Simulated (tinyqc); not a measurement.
RKS/PBE0 in the sto-3g basis, for HF, spin multiplicity 1, step by step. Computed by tinyqc, a small Python program that keeps every step (integrals from PySCF). Settings: charge = 0, multiplicity = 1, basis = sto-3g, energy threshold = 1e-10, iteration cap = 86, orthogonalisation = symmetric, start = highest core orbitals, DIIS depth = 3, method = RKS, functional = pbe0, grid = [15, 86]. Command: `OMP_NUM_THREADS=1 python tinyqc.py 26352 26353 out.jsonl` (the two numbers bound the seeds that draw the settings). One thread of a shared host (Intel(R) Xeon(R) Processor @ 2.60GHz), about 0.8 s of CPU time with the checks. Later iterations appear only in the table of the cycle.

## One-electron integrals

Geometry (angstrom):
```
atom,x,y,z
F,0.000000,0.000000,0.000000
H,0.000000,0.000000,1.623000
```

Basis sto-3g: exponents (1/bohr^2) and contraction coefficients of normalised primitives:
```
element,l (shell),exponent,coefficient
F,s (1),166.679130,0.154329
F,s (1),30.360812,0.535328
F,s (1),8.216821,0.444635
F,s (2),6.464803,-0.099967
F,s (2),1.502281,0.399513
F,s (2),0.488588,0.700115
F,p (3),6.464803,0.155916
F,p (3),1.502281,0.607684
F,p (3),0.488588,0.391957
H,s (1),3.425251,0.154329
H,s (1),0.623914,0.535328
H,s (1),0.168855,0.444635
```

Overlap, kinetic and nuclear-attraction integrals over the contracted functions; the nuclear repulsion is the sum of Za Zb / Rab.

nuclear repulsion = 2.93443925 hartree

overlap S:
```
,1F 1s,1F 2s,1F 2px,1F 2py,1F 2pz,2H 1s
1F 1s,1.000000,0.237990,0.000000,0.000000,0.000000,0.009754
1F 2s,0.237990,1.000000,0.000000,0.000000,0.000000,0.128389
1F 2px,0.000000,0.000000,1.000000,0.000000,0.000000,0.000000
1F 2py,0.000000,0.000000,0.000000,1.000000,0.000000,0.000000
1F 2pz,0.000000,0.000000,0.000000,0.000000,1.000000,0.122424
2H 1s,0.009754,0.128389,0.000000,0.000000,0.122424,1.000000
```

kinetic energy T (hartree):
```
,1F 1s,1F 2s,1F 2px,1F 2py,1F 2pz,2H 1s
1F 1s,36.984577,-0.212858,0.000000,0.000000,0.000000,-0.002669
1F 2s,-0.212858,1.037995,0.000000,0.000000,0.000000,-0.018579
1F 2px,0.000000,0.000000,3.248015,0.000000,0.000000,0.000000
1F 2py,0.000000,0.000000,0.000000,3.248015,0.000000,0.000000
1F 2pz,0.000000,0.000000,0.000000,0.000000,3.248015,0.003880
2H 1s,-0.002669,-0.018579,0.000000,0.000000,0.003880,0.760032
```

nuclear attraction V (hartree):
```
,1F 1s,1F 2s,1F 2px,1F 2py,1F 2pz,2H 1s
1F 1s,-77.335628,-9.254405,0.000000,0.000000,-0.004807,-0.388758
1F 2s,-9.254405,-11.867242,0.000000,0.000000,-0.060135,-1.008796
1F 2px,0.000000,0.000000,-11.766836,0.000000,0.000000,0.000000
1F 2py,0.000000,0.000000,0.000000,-11.766836,0.000000,0.000000
1F 2pz,-0.004807,-0.060135,0.000000,0.000000,-11.790867,-0.792060
2H 1s,-0.388758,-1.008796,0.000000,0.000000,-0.792060,-4.154139
```

core Hamiltonian H = T + V (hartree):
```
,1F 1s,1F 2s,1F 2px,1F 2py,1F 2pz,2H 1s
1F 1s,-40.351052,-9.467263,0.000000,0.000000,-0.004807,-0.391426
1F 2s,-9.467263,-10.829247,0.000000,0.000000,-0.060135,-1.027375
1F 2px,0.000000,0.000000,-8.518822,0.000000,0.000000,0.000000
1F 2py,0.000000,0.000000,0.000000,-8.518822,0.000000,0.000000
1F 2pz,-0.004807,-0.060135,0.000000,0.000000,-8.542853,-0.788180
2H 1s,-0.391426,-1.027375,0.000000,0.000000,-0.788180,-3.394107
```

## Two-electron integrals

Functions are numbered as in S; the eight-fold symmetry (ij|kl) = (ji|kl) = (kl|ij) leaves the list below.

Two-electron integrals (ij|kl) in chemists' order, unique and non-zero (hartree):
```
i,j,k,l,(ij|kl)
1,1,1,1,5.403501
2,1,1,1,0.841920
2,1,2,1,0.156299
2,2,1,1,1.268028
2,2,2,1,0.292344
2,2,2,2,0.926167
3,1,3,1,0.027998
3,2,3,1,0.043169
3,2,3,2,0.204588
3,3,1,1,1.264502
3,3,2,1,0.292403
3,3,2,2,0.925959
3,3,3,3,0.997514
4,1,4,1,0.027998
4,2,4,1,0.043169
4,2,4,2,0.204588
4,3,4,3,0.053770
4,4,1,1,1.264502
4,4,2,1,0.292403
4,4,2,2,0.925959
4,4,3,3,0.889973
4,4,4,4,0.997514
5,1,5,1,0.027998
5,2,5,1,0.043169
5,2,5,2,0.204588
5,3,5,3,0.053770
5,4,5,4,0.053770
5,5,1,1,1.264502
5,5,2,1,0.292403
5,5,2,2,0.925959
5,5,3,3,0.889973
5,5,4,4,0.889973
5,5,5,5,0.997514
6,1,1,1,0.034939
6,1,2,1,0.006435
6,1,2,2,0.011974
6,1,3,3,0.011960
6,1,4,4,0.011960
6,1,5,1,0.000239
6,1,5,2,0.000453
6,1,5,5,0.012002
6,1,6,1,0.000267
6,2,1,1,0.104374
6,2,2,1,0.024456
6,2,2,2,0.088639
6,2,3,3,0.087388
6,2,4,4,0.087388
6,2,5,1,0.001607
6,2,5,2,0.013649
6,2,5,5,0.091050
6,2,6,1,0.001020
6,2,6,2,0.011316
6,3,3,1,0.002364
6,3,3,2,0.014820
6,3,5,3,0.002769
6,3,6,3,0.001579
6,4,4,1,0.002364
6,4,4,2,0.014820
6,4,5,4,0.002769
6,4,6,4,0.001579
6,5,1,1,0.078919
6,5,2,1,0.018709
6,5,2,2,0.072808
6,5,3,3,0.070024
6,5,4,4,0.070024
6,5,5,1,0.003346
6,5,5,2,0.024629
6,5,5,5,0.078295
6,5,6,1,0.000804
6,5,6,2,0.011476
6,5,6,5,0.013136
6,6,1,1,0.325253
6,6,2,1,0.077391
6,6,2,2,0.324085
6,6,3,3,0.316940
6,6,4,4,0.316940
6,6,5,1,0.004704
6,6,5,2,0.057691
6,6,5,5,0.338271
6,6,6,1,0.003228
6,6,6,2,0.058206
6,6,6,5,0.069975
6,6,6,6,0.774606
```

## Orthogonalisation

S = U s U^T; symmetric (Loewdin) form X = U s^(-1/2) U^T, so that X^T S X = 1.

eigenvalues of S: 0.726773  0.890476  1.000000  1.000000  1.100507  1.282244

X:
```
,1F 1s,1F 2s,1F 2px,1F 2py,1F 2pz,2H 1s
1F 1s,1.022279,-0.124246,0.000000,0.000000,-0.000777,0.007079
1F 2s,-0.124246,1.028845,0.000000,0.000000,0.006202,-0.067013
1F 2px,0.000000,0.000000,1.000000,0.000000,0.000000,0.000000
1F 2py,0.000000,0.000000,0.000000,1.000000,0.000000,0.000000
1F 2pz,-0.000777,0.006202,0.000000,0.000000,1.005754,-0.062460
2H 1s,0.007079,-0.067013,0.000000,0.000000,-0.062460,1.012196
```

## Starting guess

The start is the highest orbitals of the core Hamiltonian (a deliberately bad start); D = 2 C_occ C_occ^T.

D at the start:
```
,1F 1s,1F 2s,1F 2px,1F 2py,1F 2pz,2H 1s
1F 1s,0.116688,-0.501281,0.000000,0.000000,-0.005743,0.044638
1F 2s,-0.501281,2.156931,0.000000,0.000000,0.033801,-0.276084
1F 2px,0.000000,0.000000,2.000000,0.000000,0.000000,0.000000
1F 2py,0.000000,0.000000,0.000000,2.000000,0.000000,0.000000
1F 2pz,-0.005743,0.033801,0.000000,0.000000,2.030964,-0.252924
2H 1s,0.044638,-0.276084,0.000000,0.000000,-0.252924,2.065966
```

## Iteration 1: exchange-correlation on the grid

Becke grid with 15 radial and 86 angular points per atom, points of zero weight dropped. rho = sum D_ij phi_i phi_j; V_xc,ij = sum w v_xc phi_i phi_j plus the gradient terms; v_xc is d(rho eps)/d rho at fixed gradient. Exact exchange is left to K.

The 8 grid points with the largest w rho, of 2574 (bohr, atomic units):
```
x,y,z,w,rho,|grad rho|^2,eps_xc,v_xc
0.519615,-0.519615,0.519615,0.043819,0.775939,4.437399,-0.579398,-0.741395
-0.519615,-0.519615,0.519615,0.043819,0.775939,4.437399,-0.579398,-0.741395
0.519615,0.519615,0.519615,0.043819,0.775939,4.437399,-0.579398,-0.741395
-0.519615,0.519615,0.519615,0.043819,0.775939,4.437399,-0.579398,-0.741395
-0.519615,-0.519615,-0.519615,0.043885,0.770797,4.331457,-0.578155,-0.740048
0.519615,-0.519615,-0.519615,0.043885,0.770797,4.331457,-0.578155,-0.740048
-0.519615,0.519615,-0.519615,0.043885,0.770797,4.331457,-0.578155,-0.740048
0.519615,0.519615,-0.519615,0.043885,0.770797,4.331457,-0.578155,-0.740048
```

electrons on the grid, sum of w rho = 9.999662

E_xc = sum of w rho eps_xc = -4.98498449 hartree

V_xc (hartree):
```
,1F 1s,1F 2s,1F 2px,1F 2py,1F 2pz,2H 1s
1F 1s,-1.106562,-0.224995,0.000000,0.000000,0.000110,-0.009245
1F 2s,-0.224995,-0.707222,0.000000,0.000000,-0.001443,-0.061715
1F 2px,0.000000,0.000000,-0.706424,0.000000,0.000000,0.000000
1F 2py,0.000000,0.000000,0.000000,-0.706424,0.000000,0.000000
1F 2pz,0.000110,-0.001443,0.000000,0.000000,-0.708092,-0.051209
2H 1s,-0.009245,-0.061715,0.000000,0.000000,-0.051209,-0.401901
```

## Iteration 1: building the Kohn-Sham matrix

J_ij = sum D_kl (ij|kl), K_ij = sum D_kl (ik|jl); F = H + J - 0.125 K + V_xc; E = tr D H + tr D J / 2 - 0.0625 tr D K + E_xc + E_nn.

Coulomb J (hartree):
```
,1F 1s,1F 2s,1F 2px,1F 2py,1F 2pz,2H 1s
1F 1s,10.725193,2.473074,0.000000,0.000000,0.009755,0.101417
1F 2s,2.473074,8.021818,0.000000,0.000000,0.112568,0.822514
1F 2px,0.000000,0.000000,8.006285,0.000000,0.000000,0.000000
1F 2py,0.000000,0.000000,0.000000,8.006285,0.000000,0.000000
1F 2pz,0.009755,0.112568,0.000000,0.000000,8.047483,0.719889
2H 1s,0.101417,0.822514,0.000000,0.000000,0.719889,4.151075
```

exchange K (hartree):
```
,1F 1s,1F 2s,1F 2px,1F 2py,1F 2pz,2H 1s
1F 1s,0.292422,0.271644,0.000000,0.000000,-0.000057,0.015923
1F 2s,0.271644,2.926399,0.000000,0.000000,0.007774,0.299450
1F 2px,0.000000,0.000000,2.606932,0.000000,0.000000,0.000000
1F 2py,0.000000,0.000000,0.000000,2.606932,0.000000,0.000000
1F 2pz,-0.000057,0.007774,0.000000,0.000000,2.616497,0.239186
2H 1s,0.015923,0.299450,0.000000,0.000000,0.239186,1.590239
```

Kohn-Sham matrix F (hartree):
```
,1F 1s,1F 2s,1F 2px,1F 2py,1F 2pz,2H 1s
1F 1s,-30.768974,-7.253140,0.000000,0.000000,0.005066,-0.301244
1F 2s,-7.253140,-3.880451,0.000000,0.000000,0.050018,-0.304007
1F 2px,0.000000,0.000000,-1.544827,0.000000,0.000000,0.000000
1F 2py,0.000000,0.000000,0.000000,-1.544827,0.000000,0.000000
1F 2pz,0.005066,0.050018,0.000000,0.000000,-1.530524,-0.149399
2H 1s,-0.301244,-0.304007,0.000000,0.000000,-0.149399,0.156287
```

total energy of this density = -43.57802394 hartree

## Iteration 1: diagonalisation and new density

Diagonalise F' = X^T F X, C = X C', fill 5 alpha and 5 beta electrons from the bottom; D = 2 C_occ C_occ^T. Each column has its largest component positive (the first on a tie).

F' = X^T F X (hartree):
```
,1,2,3,4,5,6
1,-30.376468,-3.320424,0.000000,0.000000,-0.003376,-0.023765
2,-3.320424,-2.689887,0.000000,0.000000,0.053327,-0.113307
3,0.000000,0.000000,-1.544827,0.000000,0.000000,0.000000
4,0.000000,0.000000,0.000000,-1.544827,0.000000,0.000000
5,-0.003376,0.053327,0.000000,0.000000,-1.528084,-0.071488
6,-0.023765,-0.113307,0.000000,0.000000,-0.071488,0.198295
```

orbital energies (hartree): MO1 -30.769159, MO2 -2.305304, MO3 -1.544827, MO4 -1.544827, MO5 -1.527975, MO6 0.206293

coefficients C:
```
,MO1,MO2,MO3,MO4,MO5,MO6
1F 1s,1.000622,-0.242428,0.000000,0.000000,-0.015674,0.016775
1F 2s,-0.002640,1.030037,0.000000,0.000000,0.068118,-0.113422
1F 2px,0.000000,0.000000,0.803275,0.595608,0.000000,0.000000
1F 2py,0.000000,0.000000,-0.595608,0.803275,0.000000,0.000000
1F 2pz,-0.000215,-0.061349,0.000000,0.000000,1.000307,-0.105380
2H 1s,0.000372,-0.020782,0.000000,0.000000,-0.020671,1.015935
```

D after iteration 1:
```
,1F 1s,1F 2s,1F 2px,1F 2py,1F 2pz,2H 1s
1F 1s,2.120521,-0.506840,0.000000,0.000000,-0.002041,0.011469
1F 2s,-0.506840,2.131246,0.000000,0.000000,0.009895,-0.045630
1F 2px,0.000000,0.000000,2.000000,0.000000,0.000000,0.000000
1F 2py,0.000000,0.000000,0.000000,2.000000,0.000000,0.000000
1F 2pz,-0.002041,0.009895,0.000000,0.000000,2.008754,-0.038806
2H 1s,0.011469,-0.045630,0.000000,0.000000,-0.038806,0.001719
```

Within a degenerate level the vectors are fixed only up to a rotation; this is one choice.

## Iteration 2: exchange-correlation on the grid

As before.

The 8 grid points with the largest w rho, of 2574 (bohr, atomic units):
```
x,y,z,w,rho,|grad rho|^2,eps_xc,v_xc
-0.519615,0.519615,0.519615,0.043819,0.773020,4.369807,-0.578682,-0.740670
0.519615,-0.519615,0.519615,0.043819,0.773020,4.369807,-0.578682,-0.740670
0.519615,0.519615,0.519615,0.043819,0.773020,4.369807,-0.578682,-0.740670
-0.519615,-0.519615,0.519615,0.043819,0.773020,4.369807,-0.578682,-0.740670
-0.519615,0.519615,-0.519615,0.043885,0.770718,4.331866,-0.578139,-0.740016
0.519615,-0.519615,-0.519615,0.043885,0.770718,4.331866,-0.578139,-0.740016
-0.519615,-0.519615,-0.519615,0.043885,0.770718,4.331866,-0.578139,-0.740016
0.519615,0.519615,-0.519615,0.043885,0.770718,4.331866,-0.578139,-0.740016
```

electrons on the grid, sum of w rho = 10.007294

E_xc = sum of w rho eps_xc = -8.59691754 hartree

V_xc (hartree):
```
,1F 1s,1F 2s,1F 2px,1F 2py,1F 2pz,2H 1s
1F 1s,-2.634019,-0.368663,0.000000,0.000000,-0.000050,-0.015427
1F 2s,-0.368663,-0.725648,0.000000,0.000000,-0.000155,-0.057064
1F 2px,0.000000,0.000000,-0.720816,0.000000,0.000000,0.000000
1F 2py,0.000000,0.000000,0.000000,-0.720816,0.000000,0.000000
1F 2pz,-0.000050,-0.000155,0.000000,0.000000,-0.720763,-0.040698
2H 1s,-0.015427,-0.057064,0.000000,0.000000,-0.040698,-0.075382
```

## Iteration 2: building the Kohn-Sham matrix

As before.

Coulomb J (hartree):
```
,1F 1s,1F 2s,1F 2px,1F 2py,1F 2pz,2H 1s
1F 1s,20.891077,4.003504,0.000000,0.000000,0.000347,0.164898
1F 2s,4.003504,9.917380,0.000000,0.000000,0.000825,0.916362
1F 2px,0.000000,0.000000,9.908567,0.000000,0.000000,0.000000
1F 2py,0.000000,0.000000,0.000000,9.908567,0.000000,0.000000
1F 2pz,0.000347,0.000825,0.000000,0.000000,9.908570,0.739474
2H 1s,0.164898,0.916362,0.000000,0.000000,0.739474,3.241009
```

exchange K (hartree):
```
,1F 1s,1F 2s,1F 2px,1F 2py,1F 2pz,2H 1s
1F 1s,11.106340,1.945381,0.000000,0.000000,0.000121,0.086213
1F 2s,1.945381,3.229731,0.000000,0.000000,0.002321,0.276675
1F 2px,0.000000,0.000000,2.660705,0.000000,0.000000,0.000000
1F 2py,0.000000,0.000000,0.000000,2.660705,0.000000,0.000000
1F 2pz,0.000121,0.002321,0.000000,0.000000,2.662253,0.181408
2H 1s,0.086213,0.276675,0.000000,0.000000,0.181408,0.047240
```

Kohn-Sham matrix F (hartree):
```
,1F 1s,1F 2s,1F 2px,1F 2py,1F 2pz,2H 1s
1F 1s,-23.482287,-6.075594,0.000000,0.000000,-0.004524,-0.252732
1F 2s,-6.075594,-2.041231,0.000000,0.000000,-0.059756,-0.202662
1F 2px,0.000000,0.000000,0.336340,0.000000,0.000000,0.000000
1F 2py,0.000000,0.000000,0.000000,0.336340,0.000000,0.000000
1F 2pz,-0.004524,-0.059756,0.000000,0.000000,0.312172,-0.112081
2H 1s,-0.252732,-0.202662,0.000000,0.000000,-0.112081,-0.234385
```

total energy of this density = -98.19130095 hartree

## Iteration 2: DIIS over 2 matrices

error matrix X^T (FDS - SDF) X:
```
,1,2,3,4,5,6
1,0.000000,0.003673,0.000000,0.000000,0.002964,-0.095634
2,-0.003673,0.000000,0.000000,0.000000,0.005995,0.144838
3,0.000000,0.000000,0.000000,0.000000,0.000000,0.000000
4,0.000000,0.000000,0.000000,0.000000,0.000000,0.000000
5,-0.002964,-0.005995,0.000000,0.000000,0.000000,0.272945
6,0.095634,-0.144838,0.000000,0.000000,-0.272945,0.000000
```

B (overlaps of the stored error matrices):
```
,1,2
1,2.5750132e-02,-4.5164813e-04
2,-4.5164813e-04,2.0936146e-01
```

Minimise |sum c_i e_i|^2 with sum c_i = 1: solve [B -1; -1 0][c; lambda] = [0; -1] with B_ij = tr e_i^T e_j, and take F = sum c_i F_i.

DIIS coefficients: 0.888983  0.111017

extrapolated F (hartree):
```
,1F 1s,1F 2s,1F 2px,1F 2py,1F 2pz,2H 1s
1F 1s,-29.960024,-7.122411,0.000000,0.000000,0.004001,-0.295858
1F 2s,-7.122411,-3.676265,0.000000,0.000000,0.037831,-0.292756
1F 2px,0.000000,0.000000,-1.335984,0.000000,0.000000,0.000000
1F 2py,0.000000,0.000000,0.000000,-1.335984,0.000000,0.000000
1F 2pz,0.004001,0.037831,0.000000,0.000000,-1.325952,-0.145256
2H 1s,-0.295858,-0.292756,0.000000,0.000000,-0.145256,0.112916
```

## Iteration 2: diagonalisation and new density

As before.

F' = X^T F X (hartree):
```
,1,2,3,4,5,6
1,-29.561073,-3.309925,0.000000,0.000000,-0.003273,-0.021462
2,-3.309925,-2.496493,0.000000,0.000000,0.042153,-0.111282
3,0.000000,0.000000,-1.335984,0.000000,0.000000,0.000000
4,0.000000,0.000000,0.000000,-1.335984,0.000000,0.000000
5,-0.003273,0.042153,0.000000,0.000000,-1.321993,-0.076510
6,-0.021462,-0.111282,0.000000,0.000000,-0.076510,0.153416
```

orbital energies (hartree): MO1 -29.960028, MO2 -2.104643, MO3 -1.335984, MO4 -1.335984, MO5 -1.324234, MO6 0.162764

coefficients C:
```
,MO1,MO2,MO3,MO4,MO5,MO6
1F 1s,1.000074,-0.244810,0.000000,0.000000,-0.011886,0.017893
1F 2s,-0.000319,1.030569,0.000000,0.000000,0.050992,-0.117539
1F 2px,0.000000,0.000000,0.196791,0.980445,0.000000,0.000000
1F 2py,0.000000,0.000000,0.980445,-0.196791,0.000000,0.000000
1F 2pz,-0.000161,-0.046274,0.000000,0.000000,0.999978,-0.115688
2H 1s,0.000177,-0.017573,0.000000,0.000000,-0.009718,1.016159
```

D after iteration 2:
```
,1F 1s,1F 2s,1F 2px,1F 2py,1F 2pz,2H 1s
1F 1s,2.120444,-0.506439,0.000000,0.000000,-0.001437,0.009189
1F 2s,-0.506439,2.129344,0.000000,0.000000,0.006604,-0.037211
1F 2px,0.000000,0.000000,2.000000,0.000000,0.000000,0.000000
1F 2py,0.000000,0.000000,0.000000,2.000000,0.000000,0.000000
1F 2pz,-0.001437,0.006604,0.000000,0.000000,2.004197,-0.017809
2H 1s,0.009189,-0.037211,0.000000,0.000000,-0.017809,0.000807
```

Within a degenerate level the vectors are fixed only up to a rotation; this is one choice.

## Iteration 17 (converged): orbitals

converged F (hartree):
```
,1F 1s,1F 2s,1F 2px,1F 2py,1F 2pz,2H 1s
1F 1s,-24.405207,-6.277324,0.000000,0.000000,-0.006239,-0.261212
1F 2s,-6.277324,-2.570702,0.000000,0.000000,-0.019691,-0.244410
1F 2px,0.000000,0.000000,-0.195761,0.000000,0.000000,0.000000
1F 2py,0.000000,0.000000,0.000000,-0.195761,0.000000,0.000000
1F 2pz,-0.006239,-0.019691,0.000000,0.000000,-0.157639,-0.162305
2H 1s,-0.261212,-0.244410,0.000000,0.000000,-0.162305,-0.173384
```

As before.

F' = X^T F X (hartree):
```
,1,2,3,4,5,6
1,-23.953188,-3.256403,0.000000,0.000000,-0.009182,-0.002716
2,-3.256403,-1.464569,0.000000,0.000000,-0.005440,-0.110581
3,0.000000,0.000000,-0.195761,0.000000,0.000000,0.000000
4,0.000000,0.000000,0.000000,-0.195761,0.000000,0.000000
5,-0.009182,-0.005440,0.000000,0.000000,-0.139868,-0.145345
6,-0.002716,-0.110581,0.000000,0.000000,-0.145345,-0.135289
```

orbital energies (hartree): MO1 -24.415248, MO2 -1.016606, MO3 -0.274484, MO4 -0.195761, MO5 -0.195761, MO6 0.013424

coefficients C:
```
,MO1,MO2,MO3,MO4,MO5,MO6
1F 1s,0.994691,-0.263607,0.031581,0.000000,0.000000,0.025411
1F 2s,0.021474,1.019011,-0.150305,0.000000,0.000000,-0.130579
1F 2px,0.000000,0.000000,0.000000,0.950108,0.311922,0.000000
1F 2py,0.000000,0.000000,0.000000,-0.311922,0.950108,0.000000
1F 2pz,0.000468,0.024095,0.689274,0.000000,0.000000,-0.734713
2H 1s,-0.001669,0.060154,0.647240,0.000000,0.000000,0.781308
```

D after iteration 17:
```
,1F 1s,1F 2s,1F 2px,1F 2py,1F 2pz,2H 1s
1F 1s,2.119793,-0.504009,0.000000,0.000000,0.031762,0.005846
1F 2s,-0.504009,2.122873,0.000000,0.000000,-0.158076,-0.072044
1F 2px,0.000000,0.000000,2.000000,0.000000,0.000000,0.000000
1F 2py,0.000000,0.000000,0.000000,2.000000,0.000000,0.000000
1F 2pz,0.031762,-0.158076,0.000000,0.000000,0.951359,0.895149
2H 1s,0.005846,-0.072044,0.000000,0.000000,0.895149,0.845083
```

Within a degenerate level the vectors are fixed only up to a rotation; this is one choice.

## Convergence

Stop when the energy changes by less than 1e-10 hartree and every element of the error matrix X^T (F D S - S D F) X is below 3e-06.

Course of the cycle:
```
iteration,E (hartree),change,largest element of the error matrix
1,-43.57802394,-,1.12e-01
2,-98.19130095,-5.46e+01,2.73e-01
3,-98.19828074,-6.98e-03,2.85e-01
4,-98.20236361,-4.08e-03,2.91e-01
5,-97.98073154,2.22e-01,8.51e-06
6,-98.23841729,-2.58e-01,3.43e-01
7,-98.23841729,3.67e-11,3.43e-01
8,-98.23841729,1.96e-11,3.43e-01
9,-98.16539864,7.30e-02,5.07e-01
10,-98.69897078,-5.34e-01,2.05e-01
11,-98.62706367,7.19e-02,4.09e-01
12,-98.69141290,-6.43e-02,2.30e-01
13,-98.71979962,-2.84e-02,4.02e-03
14,-98.71980757,-7.95e-06,5.70e-04
15,-98.71980773,-1.60e-07,3.71e-05
16,-98.71980773,-6.86e-10,1.09e-08
17,-98.71980773,-7.11e-14,3.15e-10
```

PySCF RKS in the same basis, fine grid = -98.70810678 hartree

Converged in 17 iterations. The coarse grid moves the energy by -1.17e-02 hartree.

## Populations, bond orders and dipole

Mulliken: Z minus the diagonal of D S on the atom; Loewdin: the same with S^(1/2) D S^(1/2); Mayer order: 2 sum_s sum (D(s) S)_ij (D(s) S)_ji over the two atoms.

Charges (e):
```
atom,Mulliken,Loewdin
1F,-0.054522,-0.050170
2H,0.054522,0.050170
```

Mayer bond orders:
```
pair,order
2-1,0.997027
```

dipole moment about the origin, x y z (debye): 0.000000  0.000000  0.754917
